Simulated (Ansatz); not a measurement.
Species: oxidane, H2O (charge 0, singlet). 
Geometry from a B3LYP-D3(BJ)/def2-TZVP (Ansatz, an electronic-structure program) optimisation:
```
O
H 1 0.9627
H 1 0.9627 2 105.24
```
Charge 0, spin multiplicity 1.

Basis-set convergence of Hartree-Fock and CCSD correlation energies (hartree) with Ansatz. Cores are frozen in the correlated levels unless marked. No spin-orbit coupling. Non-relativistic.

```csv
basis,functions,E(HF),"E(corr, CCSD)"
cc-pVDZ,24,-76.02645,-0.21152
cc-pVTZ,58,-76.05675,-0.26768
cc-pVQZ,115,-76.06441,-0.28627
cc-pV5Z,201,-76.06667,-0.29274
```

Extrapolating the two largest sets (X = 4 and 5) as X^-3: E(corr) = (125·(-0.29274) - 64·(-0.28627))/61 = -0.2995 Eh, an estimate of the basis-set limit. The largest set recovers 97.7 % of it, the smallest 70.6 %.
